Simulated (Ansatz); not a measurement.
A nudged elastic band was laid between two geometries of FH3Si + H2O (8 atoms, charge 0, multiplicity 1).

The calculation used RKS B3LYP-D4/def2-SVP (Ansatz 0.2.0).

| Item | Value |
| --- | --- |
| movable images | 9 |
| climbing image | yes |
| spring | 5.0 eV/Å² |
| optimiser | quadratic models (default) |
| start path | through a guess of the saddle point |
| force threshold | 0.05 eV/Å |
| iteration limit | 60 |
| end points | relaxed |

Initial state:

```xyz
8
Properties=species:S:1:pos:R:3
Si 0.313 0.036 -0.134
F 0.158 -0.114 1.496
H 1.780 0.011 -0.396
H -0.255 1.330 -0.579
H -0.313 -1.134 -0.799
O -2.488 0.044 0.838
H -2.730 -0.892 0.798
H -1.915 0.090 1.618
```

Final state:

```xyz
8
Properties=species:S:1:pos:R:3
Si -0.295 -0.120 -0.460
F -0.542 0.853 2.500
H 0.914 -0.780 0.103
H -0.120 1.346 -0.549
H -0.577 -0.699 -1.806
O -1.650 -0.369 0.533
H -2.016 -1.261 0.568
H -1.164 0.400 1.954
```

Q: What changes between the two ends?

A: Bonds broken: Si1–F2, O6–H8. Bonds formed: Si1–O6, F2–H8. FH3Si + H2O becomes FH + H4OSi.

Q: Give the energies along the band, and the barrier.

A: The forces met the threshold. The highest image is number 5 of 0 to 10, 1.16 eV above the first end and 0.85 eV above the last; the last end lies 0.31 eV above the first. A vibrational analysis at the climbing image gives one clearly imaginary mode, 635i cm⁻¹: a first-order saddle point. The orbitals stay closed-shell, which can raise the energy where a bond breaks towards radicals; this wasn't checked here.

```tsv
image	path coordinate (Å)	energy (eV)	Si1–F2 (Å)	O6–H8 (Å)	Si1–O6 (Å)
0	0.00	0.00	1.64	0.97	2.96
1	0.60	0.03	1.64	0.97	3.12
2	1.19	0.12	1.64	0.97	3.12
3	1.79	0.43	1.66	0.97	2.69
4	2.39	0.83	1.72	0.98	2.16
5	2.98	1.16	1.96	1.11	1.87
6	3.25	0.95	2.15	1.30	1.79
7	3.53	0.61	2.39	1.46	1.74
8	3.80	0.40	2.66	1.58	1.71
9	4.07	0.32	2.93	1.67	1.70
10	4.35	0.31	3.13	1.69	1.70
```

Q: What is the geometry of the highest image?

A: 
```xyz
8
Properties=species:S:1:pos:R:3
Si -0.225 0.058 -0.150
F -0.180 0.727 1.687
H 1.016 -0.694 0.179
H -0.121 1.455 -0.636
H -0.709 -0.692 -1.372
O -1.813 -0.339 0.752
H -2.148 -1.246 0.765
H -1.271 0.103 1.618
```

Q: What are the harmonic wavenumbers there?

A: 635i, 238, 408, 526, 651, 662, 730, 799, 849, 1052, 1082, 1085, 1253, 2100, 2140, 2228, 2266, 3833 cm⁻¹.

Run time: 3.5 min on 1 thread of Arm Neoverse V2, on a shared host, peak memory 0.13 GiB.
